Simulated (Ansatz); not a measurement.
## Pulling the pair apart

The pair of H3O⁺ (SMILES [OH3+], atoms 1–4) and CH3Cl (SMILES CCl, atoms 5–9), both closed shells, in one local arrangement (a lower one may exist), relaxed at PBE0-D4/def2-TZVP:

```
atom    x (Å)    y (Å)    z (Å)
  O1  -0.1845  -0.1860  -2.1097
  H2  -0.4329   0.6967  -2.4275
  H3  -0.3674  -0.3654  -1.0585
  H4   0.6946  -0.4485  -2.4265
  C5   0.1550   0.1570   1.7039
 Cl6  -0.8296  -0.8209   0.5540
  H7   1.2020  -0.0745   1.5328
  H8  -0.1612  -0.1634   2.6927
  H9  -0.0760   1.2050   1.5386
```

CH3Cl is shifted rigidly along the line between the mean atom positions of the two fragments (negative: closer). Counterpoise interaction energies in kJ/mol. Ansatz 0.2.0; basis: def2-TZVPPD; cores frozen in the correlated methods. B3LYP uses VWN-RPA correlation.

```tsv
shift (Å)	PBE-D4	HF	B3LYP-D4
-0.17	-117.9	-78.9	-109.0
-0.09	-125.2	-88.7	-116.8
0.00	-127.6	-93.5	-119.8
0.09	-126.6	-94.9	-119.3
0.21	-121.4	-92.8	-114.8
0.43	-105.7	-82.8	-100.2
0.87	-73.3	-59.4	-69.3
1.74	-33.8	-30.5	-31.6
```

What does CCSD(T) give at these shifts? (An estimate is asked for; the value comes from the calculation.)

Computed: -97.6, -105.4, -108.5, -108.1, -103.9, -90.2, -62.0, -29.7 kJ/mol. For zero shift, CCSD(T) at an estimated basis limit (MP2 extrapolated from triple and quadruple zeta, plus CCSD(T) − MP2 in triple zeta) gives -112.7 kJ/mol. These are counterpoise interaction energies, counted from the two frozen fragments.

T1 diagnostic: at most 0.009.

For scale, one of the runs: CCSD(T)/def2-TZVPPD, 230 basis functions, launched by `ansatz run in.yaml --threads 4 --pin off --events-out ev --progress --plain --max-ram 9574MiB`. Time: 48 s of wall clock on 4 CPU threads of an Arm Neoverse V1; the host was shared. Peak host memory: 3.9 GiB.
